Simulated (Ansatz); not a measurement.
This geometry of AlCl2H + H (5 atoms, charge 0, multiplicity 2) is a first-order saddle point.

Computed with UKS B3LYP/cc-pVDZ (Ansatz).

```xyz
5
Properties=species:S:1:pos:R:3
Al 0.000 0.000 -0.087
H 0.000 0.000 1.497
Cl 1.823 0.000 -1.177
Cl -1.823 0.000 -1.177
H 0.000 0.000 3.294
```

Which two structures does it join? (They come from a converged band through this point; their orientation in space is the band's.)

Bonds broken: Al1–H2. Bonds formed: H2–H5. AlCl2H + H becomes AlCl2 + H2.

Initial state:

```xyz
5
Properties=species:S:1:pos:R:3
Al 0.000 0.000 -0.290
H 0.000 0.000 1.276
Cl 1.821 0.000 -1.382
Cl -1.821 0.000 -1.382
H 0.000 0.000 4.127
```

Final state:

```xyz
5
Properties=species:S:1:pos:R:3
Al 0.000 0.000 -0.807
H 0.000 0.000 3.096
Cl 1.852 0.000 -1.898
Cl -1.852 0.000 -1.898
H 0.000 0.000 3.858
```

How far does it lie above each of them?

0.018 eV above the first and 1.061 eV above the second. This is the barrier of this one path; another mechanism may lie lower.

Time of the run: 3 min on 1 thread of Arm Neoverse V1, on a shared host, peak memory 0.18 GiB.
